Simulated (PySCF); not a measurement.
Species: C4H7ClO.
SMILES with atom numbers: `[CH3:1][CH:2]([CH3:3])[C:4](=[O:5])[Cl:6]` (hydrogens: H7, H8, H9 on C1; H10 on C2; H11, H12, H13 on C3)

The same species was optimised twice, with GFN2-xTB and with PBE0-D3(BJ)/def2-SVP (PySCF), and the same property calculations (PySCF, gas phase) were run on both structures.

```csv
coordinate,GFN2-xTB,PBE0-D3(BJ)/def2-SVP,change
C4–Cl6 (Å),1.779,1.800,+0.021
C2–C4 (Å),1.499,1.511,+0.012
C2–C3 (Å),1.527,1.521,-0.006
C1–C2 (Å),1.534,1.530,-0.004
C4=O5 (Å),1.183,1.182,-0.001
C1–C2–C4 (°),108.4,110.2,+1.8
C2–C4–O5 (°),128.9,127.5,-1.4
C1–C2–C3 (°),111.4,112.6,+1.2
O5–C4–Cl6 (°),119.3,120.1,+0.8
C2–C4–Cl6 (°),111.8,112.4,+0.6
C3–C2–C4 (°),109.9,110.2,+0.3
C1–C2–C4–O5 (°),107,113,+6
```

Rotational constants: A = 4444, B = 2084, C = 1622 MHz (GFN2-xTB) against A = 4385, B = 2075, C = 1581 MHz (PBE0-D3(BJ)/def2-SVP). Point groups within 0.08 Å: C1 and C1.

On the GFN2-xTB structure: HOMO (eV) -8.46 [PBE0/pcSseg-1]; LUMO (eV) -0.97 [PBE0/pcSseg-1]; dipole (D) 3.04 [PBE0/pcSseg-1]; GIAO shielding of C1/C3 (mean) (ppm) 165.4 [PBE0/pcSseg-1]; GIAO shielding of C2 (ppm) 137.7 [PBE0/pcSseg-1]; GIAO shielding of C4 (ppm) -1.5 [PBE0/pcSseg-1]; GIAO shielding of O5 (ppm) -247.1 [PBE0/pcSseg-1]; GIAO shielding of Cl6 (ppm) 499.3 [PBE0/pcSseg-1].

Question: What do these properties become on the PBE0-D3(BJ)/def2-SVP structure?

Answer: 
```json
{"property": "HOMO (eV)", "level": "PBE0/pcSseg-1", "on GFN2-xTB": "-8.46", "on PBE0-D3(BJ)/def2-SVP": "-8.49", "change": "-0.03"}
{"property": "LUMO (eV)", "level": "PBE0/pcSseg-1", "on GFN2-xTB": "-0.97", "on PBE0-D3(BJ)/def2-SVP": "-1.00", "change": "-0.03"}
{"property": "dipole (D)", "level": "PBE0/pcSseg-1", "on GFN2-xTB": "3.04", "on PBE0-D3(BJ)/def2-SVP": "3.03", "change": "-0.01"}
{"property": "energy, GFN2-xTB geometry as zero (kcal/mol)", "level": "PBE0/pcSseg-1", "on GFN2-xTB": "0.0", "on PBE0-D3(BJ)/def2-SVP": "-0.6", "change": "-0.6"}
{"property": "GIAO shielding of C1/C3 (mean) (ppm)", "level": "PBE0/pcSseg-1", "on GFN2-xTB": "165.4", "on PBE0-D3(BJ)/def2-SVP": "164.0", "change": "-1.4"}
{"property": "GIAO shielding of C2 (ppm)", "level": "PBE0/pcSseg-1", "on GFN2-xTB": "137.7", "on PBE0-D3(BJ)/def2-SVP": "135.7", "change": "-2.0"}
{"property": "GIAO shielding of C4 (ppm)", "level": "PBE0/pcSseg-1", "on GFN2-xTB": "-1.5", "on PBE0-D3(BJ)/def2-SVP": "-2.6", "change": "-1.1"}
{"property": "GIAO shielding of O5 (ppm)", "level": "PBE0/pcSseg-1", "on GFN2-xTB": "-247.1", "on PBE0-D3(BJ)/def2-SVP": "-250.8", "change": "-3.7"}
{"property": "GIAO shielding of Cl6 (ppm)", "level": "PBE0/pcSseg-1", "on GFN2-xTB": "499.3", "on PBE0-D3(BJ)/def2-SVP": "495.4", "change": "-3.9"}
```

The heavy atoms differ by 0.044 Å rms after alignment. Among bonds between heavy atoms C4–Cl6 changes most (+0.021 Å). Changes are differences of the printed values. Neither structure is proved a minimum here.

Conformer computed: `[CH3:1][CH:2]([CH3:3])[C:4](=[O:5])[Cl:6]`: C1–C2–C4–O5 113°.
